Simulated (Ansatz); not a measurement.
Input file:

```yaml
crystal:
  periodic: [false, false, false]
  atoms:
    - {symbol: As, position_ang: [0.000000, -0.387542, 0.000000]}
    - {symbol: F, position_ang: [0.000000, 0.764150, -1.290593]}
    - {symbol: F, position_ang: [0.000000, 0.764150, 1.290593]}
basis:
  gaussian: {orbitals: cc-pVTZ}
total_charge: 1
magnetization: {spin_polarized: false, initial_magnetization: 2}
correlation: {method: ccsdt_q, electrons: outside_noble_gas}
```

```sh
$ ansatz run in.yaml --threads 2 --pin off --events-out ev --progress --plain --max-ram 24576MiB --backend cuda --devices 0, --max-vram 18GiB
```

Output:

```
1264 factors; integrals over basis functions are off by at most 1.2e-7 eV
mean field evaluation 1: about -66190.3078 eV, gradient 6.7e1 eV
mean field evaluation 2: about -66190.4157 eV, gradient 6.7e1 eV
mean field evaluation 4: about -66198.6407 eV, gradient 5.3e0 eV
mean field evaluation 8: about -66198.8764 eV, gradient 1.1e0 eV
mean field evaluation 16: about -66198.8933 eV, gradient 1.9e-6 eV
mean field evaluation 32: about -66196.2618 eV, gradient 1.9e-1 eV
mean field evaluation 64: about -66196.6056 eV, gradient 2.9e0 eV
mean field evaluation 96: about -66196.1618 eV, gradient 5.9e-1 eV
mean field evaluation 128: about -66189.7256 eV, gradient 4.3e1 eV
mean field evaluation 160: about -66196.1077 eV, gradient 1.9e0 eV
...
cycle  12  -17.15103249 eV  change    3.4e-4 eV  update   2.8e-4
cycle  13  -17.15150082 eV  change   -4.7e-4 eV  update   1.6e-4
cycle  14  -17.15149304 eV  change    7.8e-6 eV  update   6.5e-5
cycle  15  -17.15157548 eV  change   -8.2e-5 eV  update   3.6e-5
cycle  16  -17.15158465 eV  change   -9.2e-6 eV  update   2.4e-5
cycle  17  -17.15157141 eV  change    1.3e-5 eV  update   1.3e-5
cycle  18  -17.15156624 eV  change    5.2e-6 eV  update   7.3e-6
cycle  19  -17.15156572 eV  change    5.3e-7 eV  update   4.3e-6
cycle  20  -17.15156467 eV  change    1.0e-6 eV  update   2.7e-6
cycle  21  -17.15156568 eV  change   -1.0e-6 eV  update   1.8e-6
perturbative correction -0.02821755 eV, -0.0010369758 hartree
Total energy: -66216.07307456 eV, -2433.3958026238 hartree
```

Ran on 2 threads of AMD EPYC 7R13 with a shared H100 80 GB, shared host: 3.7 min wall, 4.7 GiB peak host memory.
